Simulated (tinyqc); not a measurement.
RHF in the sto-6g basis, for H2O, spin multiplicity 1, step by step (part 2 of 2). Computed by tinyqc, a small Python program that keeps every step (integrals from PySCF). Command: `OMP_NUM_THREADS=1 python tinyqc.py 26494 26495 out.jsonl` (the two numbers bound the seeds that draw the settings). One thread of a shared host (Intel(R) Xeon(R) Processor @ 2.60GHz), about 0.1 s of CPU time with the checks.

Geometry (angstrom):

| atom | x | y | z |
|---|---|---|---|
| O | 0.000000 | 0.000000 | 0.000000 |
| H | 0.000000 | 0.909000 | 0.648000 |
| H | 0.000000 | -0.909000 | 0.648000 |

## Convergence

Stop when the energy changes by less than 1e-10 hartree and every element of the error matrix X^T (F D S - S D F) X is below 3e-06.

Course of the cycle:

| iteration | E (hartree) | change | largest element of the error matrix |
|---|---|---|---|
| 1 | -28.19831567 | - | 3.77e-01 |
| 2 | -74.43945839 | -4.62e+01 | 6.03e-01 |
| 3 | -75.54052429 | -1.10e+00 | 2.81e-01 |
| 4 | -75.63965009 | -9.91e-02 | 6.43e-02 |
| 5 | -75.64574574 | -6.10e-03 | 2.23e-02 |
| 6 | -75.64650348 | -7.58e-04 | 1.21e-02 |
| 7 | -75.64667662 | -1.73e-04 | 6.56e-03 |
| 8 | -75.64672921 | -5.26e-05 | 3.66e-03 |
| 9 | -75.64674809 | -1.89e-05 | 2.11e-03 |
| 10 | -75.64675562 | -7.53e-06 | 1.26e-03 |
| 11 | -75.64675881 | -3.19e-06 | 7.78e-04 |
| 12 | -75.64676020 | -1.39e-06 | 5.04e-04 |
| 13 | -75.64676081 | -6.15e-07 | 3.39e-04 |
| 14 | -75.64676109 | -2.73e-07 | 2.28e-04 |
| 15 | -75.64676121 | -1.22e-07 | 1.53e-04 |
| 16 | -75.64676126 | -5.45e-08 | 1.02e-04 |
| 17 | -75.64676129 | -2.43e-08 | 6.85e-05 |
| 18 | -75.64676130 | -1.09e-08 | 4.59e-05 |
| 19 | -75.64676130 | -4.86e-09 | 3.07e-05 |
| 20 | -75.64676131 | -2.17e-09 | 2.05e-05 |
| 21 | -75.64676131 | -9.72e-10 | 1.37e-05 |
| 22 | -75.64676131 | -4.35e-10 | 9.18e-06 |
| 23 | -75.64676131 | -1.94e-10 | 6.14e-06 |
| 24 | -75.64676131 | -8.68e-11 | 4.11e-06 |
| 25 | -75.64676131 | -3.89e-11 | 2.74e-06 |

PySCF RHF in the same basis = -75.64676131 hartree

Converged in 25 iterations.

## Populations, bond orders and dipole

D after iteration 25, lower triangle:
```
            1O 1s      1O 2s    1O 2px     1O 2py    1O 2pz      2H 1s     3H 1s
1O 1s    2.105657
1O 2s   -0.456777   2.021781
1O 2px   0.000000   0.000000  2.000000
1O 2py   0.000000   0.000000  0.000000   0.726168
1O 2pz   0.095140  -0.556394  0.000000   0.000000  1.167886
2H 1s   -0.013666  -0.055595  0.000000   0.543276  0.524278   0.663324
3H 1s   -0.013666  -0.055595  0.000000  -0.543276  0.524278  -0.149571  0.663324
```

overlap S, lower triangle:
```
           1O 1s     1O 2s    1O 2px     1O 2py    1O 2pz     2H 1s     3H 1s
1O 1s   1.000000
1O 2s   0.231145  1.000000
1O 2px  0.000000  0.000000  1.000000
1O 2py  0.000000  0.000000  0.000000   1.000000
1O 2pz  0.000000  0.000000  0.000000   0.000000  1.000000
2H 1s   0.038430  0.378960  0.000000   0.271851  0.193795  1.000000
3H 1s   0.038430  0.378960  0.000000  -0.271851  0.193795  0.159706  1.000000
```

Mulliken: Z minus the diagonal of D S on the atom; Loewdin: the same with S^(1/2) D S^(1/2); Mayer order: 2 sum_s sum (D(s) S)_ij (D(s) S)_ji over the two atoms.

Charges (e):

| atom | Mulliken | Loewdin |
|---|---|---|
| 1O | -0.265727 | -0.196994 |
| 2H | 0.132864 | 0.098497 |
| 3H | 0.132864 | 0.098497 |

Mayer bond orders:

| pair | order |
|---|---|
| 2-1 | 0.969956 |
| 3-1 | 0.969956 |
| 3-2 | 0.012391 |

dipole moment about the origin, x y z (debye): 0.000000  0.000000  1.526563
